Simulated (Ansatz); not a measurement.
Relaxation of C₂H₅F₂NS (11 atoms, charge 0, multiplicity 1), to a largest force component of 0.015 eV/Å in at most 40 steps.

Level of theory: Ansatz, RKS PBE-D4/def2-SVP.

```xyz
11
Properties=species:S:1:pos:R:3
N -1.539 -0.679 0.067
C -0.157 -0.477 0.093
F 0.220 -0.795 1.329
F 0.429 -1.393 -0.747
C 0.322 0.924 -0.301
S 2.138 1.132 -0.205
H -1.955 0.193 -0.275
H -1.833 -0.803 0.969
H -0.104 1.686 0.445
H 0.012 1.181 -1.280
H 2.267 0.643 1.067
```

Task: Where does it end, and by what steps?

Result: The forces met the threshold. After 14 steps the energy has fallen by 0.547 eV; H8 moved furthest, 0.85 Å.

```
step  energy less start (eV)  largest force component (eV/Å)  accepted
   0                  0.0000                           3.691       yes
   1                 -0.3423                           0.941       yes
   2                 -0.3818                           0.381       yes
   3                 -0.3796                           0.327        no
   4                 -0.3922                           0.156       yes
   5                 -0.4049                           0.235       yes
   6                 -0.4195                           0.729       yes
   7                 -0.4735                           0.356       yes
   8                 -0.4992                           0.438       yes
   9                 -0.5108                           0.961       yes
  10                 -0.5387                           0.214       yes
  11                 -0.5387                           0.281       yes
  12                 -0.5462                           0.036       yes
  13                 -0.5467                           0.020       yes
  14                 -0.5467                           0.007       yes
```

```xyz
11
Properties=species:S:1:pos:R:3
N -1.587 -0.440 0.000
C -0.180 -0.405 0.123
F 0.249 -0.621 1.445
F 0.338 -1.447 -0.588
C 0.401 0.929 -0.346
S 2.217 1.044 -0.243
H -2.029 0.307 0.545
H -1.951 -1.346 0.321
H -0.079 1.751 0.225
H 0.142 1.063 -1.413
H 2.276 0.777 1.092
```

Whether the end is a true minimum wasn't checked by a vibrational analysis.

Time of the run: 39 s on 2 threads of Arm Neoverse V2, on a shared host, peak memory 0.15 GiB.
